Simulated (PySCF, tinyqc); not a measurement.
CID on RHF in the sto-6g basis, frozen core, for LiH, spin multiplicity 1, step by step. The lowest restricted solution is unstable here: a spin-polarised one lies 0.0485 hartree lower (PySCF). One step of it, computed by the program tinyqc.

Question. Iteration 1: building the Fock matrix. J_ij = sum D_kl (ij|kl), K_ij = sum D_kl (ik|jl); F = H + J - 0.5 K; E = tr D H + tr D J / 2 - 0.25 tr D K + E_nn.

D at the start, order 1Li 1s, 1Li 2s, 1Li 2px, 1Li 2py, 1Li 2pz, 2H 1s:
```
[[2.075762, -0.290173, 0.000000, 0.000000, -0.167495, -0.065621],
 [-0.290173, 1.074782, 0.000000, 0.000000, 0.810272, 0.360173],
 [0.000000, 0.000000, 0.000000, 0.000000, 0.000000, 0.000000],
 [0.000000, 0.000000, 0.000000, 0.000000, 0.000000, 0.000000],
 [-0.167495, 0.810272, 0.000000, 0.000000, 0.612175, 0.272344],
 [-0.065621, 0.360173, 0.000000, 0.000000, 0.272344, 0.121199]]
```

core Hamiltonian H = T + V (hartree), order 1Li 1s, 1Li 2s, 1Li 2px, 1Li 2py, 1Li 2pz, 2H 1s:
```
[[-4.645024, -0.984965, 0.000000, 0.000000, -0.005895, -0.024168],
 [-0.984965, -1.285673, 0.000000, 0.000000, -0.063918, -0.225030],
 [0.000000, 0.000000, -1.057584, 0.000000, 0.000000, 0.000000],
 [0.000000, 0.000000, 0.000000, -1.057584, 0.000000, 0.000000],
 [-0.005895, -0.063918, 0.000000, 0.000000, -1.101235, -0.328767],
 [-0.024168, -0.225030, 0.000000, 0.000000, -0.328767, -1.054892]]
```

Two-electron integrals (ij|kl) in chemists' order, unique and non-zero (hartree):
```
(11|11) 1.681247   (21|11) 0.242603   (21|21) 0.044507   (22|11) 0.397190
(22|21) 0.090279   (22|22) 0.290625   (31|31) 0.009437   (32|31) 0.014261
(32|32) 0.064236   (33|11) 0.397190   (33|21) 0.090279   (33|22) 0.290625
(33|33) 0.313125   (41|41) 0.009437   (42|41) 0.014261   (42|42) 0.064236
(43|43) 0.016875   (44|11) 0.397190   (44|21) 0.090279   (44|22) 0.290625
(44|33) 0.279374   (44|44) 0.313125   (51|51) 0.009437   (52|51) 0.014261
(52|52) 0.064236   (53|53) 0.016875   (54|54) 0.016875   (55|11) 0.397190
(55|21) 0.090279   (55|22) 0.290625   (55|33) 0.279374   (55|44) 0.279374
(55|55) 0.313125   (61|11) 0.005613   (61|21) 0.001020   (61|22) 0.002139
(61|33) 0.002108   (61|44) 0.002108   (61|51) 0.000137   (61|52) 0.000298
(61|55) 0.002202   (61|61) 0.000026   (62|11) 0.040999   (62|21) 0.009591
(62|22) 0.036989   (62|33) 0.034842   (62|44) 0.034842   (62|51) 0.001397
(62|52) 0.011448   (62|55) 0.041283   (62|61) 0.000274   (62|62) 0.011605
(63|31) 0.000434   (63|32) 0.002670   (63|53) 0.001269   (63|63) 0.000442
(64|41) 0.000434   (64|42) 0.002670   (64|54) 0.001269   (64|64) 0.000442
(65|11) 0.059247   (65|21) 0.013915   (65|22) 0.054674   (65|33) 0.051105
(65|44) 0.051105   (65|51) 0.002188   (65|52) 0.018016   (65|55) 0.061813
(65|61) 0.000405   (65|62) 0.018246   (65|65) 0.028782   (66|11) 0.194616
(66|21) 0.045876   (66|22) 0.190919   (66|33) 0.177508   (66|44) 0.177508
(66|51) 0.005888   (66|52) 0.061841   (66|55) 0.217741   (66|61) 0.001309
(66|62) 0.083677   (66|65) 0.134215   (66|66) 0.774999
```

nuclear repulsion = 0.58386599 hartree

Give: Coulomb J; exchange K; Fock matrix F; total energy of this density.

Answer.

Coulomb J (hartree), order 1Li 1s, 1Li 2s, 1Li 2px, 1Li 2py, 1Li 2pz, 2H 1s:
```
[[4.104, 0.650, 0.000, 0.000, 0.023, 0.016],
 [0.650, 1.342, 0.000, 0.000, 0.125, 0.191],
 [0.000, 0.000, 1.330, 0.000, 0.000, 0.000],
 [0.000, 0.000, 0.000, 1.330, 0.000, 0.000],
 [0.023, 0.125, 0.000, 0.000, 1.366, 0.285],
 [0.016, 0.191, 0.000, 0.000, 0.285, 1.041]]
```

exchange K (hartree), order 1Li 1s, 1Li 2s, 1Li 2px, 1Li 2py, 1Li 2pz, 2H 1s:
```
[[3.403, 0.483, 0.000, 0.000, 0.019, 0.019],
 [0.483, 0.425, 0.000, 0.000, 0.311, 0.203],
 [0.000, 0.000, 0.093, 0.000, 0.000, 0.000],
 [0.000, 0.000, 0.000, 0.093, 0.000, 0.000],
 [0.019, 0.311, 0.000, 0.000, 0.322, 0.209],
 [0.019, 0.203, 0.000, 0.000, 0.209, 0.287]]
```

Fock matrix F (hartree), order 1Li 1s, 1Li 2s, 1Li 2px, 1Li 2py, 1Li 2pz, 2H 1s:
```
[[-2.243, -0.577, 0.000, 0.000, 0.007, -0.018],
 [-0.577, -0.156, 0.000, 0.000, -0.095, -0.135],
 [0.000, 0.000, 0.225, 0.000, 0.000, 0.000],
 [0.000, 0.000, 0.000, 0.225, 0.000, 0.000],
 [0.007, -0.095, 0.000, 0.000, 0.103, -0.148],
 [-0.018, -0.135, 0.000, 0.000, -0.148, -0.157]]
```

total energy of this density = -7.65107 hartree
